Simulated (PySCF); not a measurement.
Li2. Atoms are numbered in the order given.

```xyz
2

Li     0.0000     0.0000    -1.3606
Li     0.0000     0.0000     1.3606
```
Charge 0, spin multiplicity 1.

Geometry optimised at B3LYP-D3(BJ)/def2-TZVPD.

All values below come from C-PCM-M06-2X/def2-TZVPD in PySCF 2.14.0.

The values are the electrostatic part of the solvation free energy, E(continuum) − E(gas) at the gas-phase geometry, in a cavity of scaled van der Waals radii (PySCF's table); cavitation and dispersion terms are not included. A continuum can't describe solvent molecules that bind to the metal. In vacuum the orbital gap is 3.42 eV. The dipole moment in vacuum is 0.00 D.

Task: Estimate the values in water (ε = 78.36), N,N-dimethylformamide (ε = 37.22), 1-octanol (ε = 9.86). (An estimate is asked for; the answer gives what the named calculation found.)

Result: 
```
solvent                    ε  ΔG(elec) (kcal/mol)  dipole (D)  gap (eV)
---------------------  -----  -------------------  ----------  --------
water                  78.36                 -5.2        0.00      3.99
N,N-dimethylformamide  37.22                 -5.1        0.00      3.98
1-octanol               9.86                 -4.6        0.00      3.93
```
